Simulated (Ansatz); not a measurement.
Two shapes of singlet NO₂(-).

Shape 1:

```xyz
3

N     0.0191    0.0224   -0.4971
O    -0.0070    1.1057    0.2215
O    -0.0130   -1.0765    0.1540
```

Shape 2:

```xyz
3

N     0.0000    0.0000   -0.4201
O     0.0000    0.9763    0.1838
O     0.0000   -0.9763    0.1838
```

Basis set: cc-pVTZ (spherical functions). Correlated methods keep 3 orbitals frozen. Charge -1, multiplicity 1.

Computed with Ansatz (development build ahead of 0.2.0); each method stands on the lowest determinant of its kind that the runs found.

Which shape is lower in energy, and by how much in each method?

```tsv
method	E(2) − E(1) (eV)
RHF	0.189
RHF-MP2	1.094
```

Shape 1 is lower. Caution: no diffuse functions for an anion; no unrestricted run beside it, a lower state can exist.
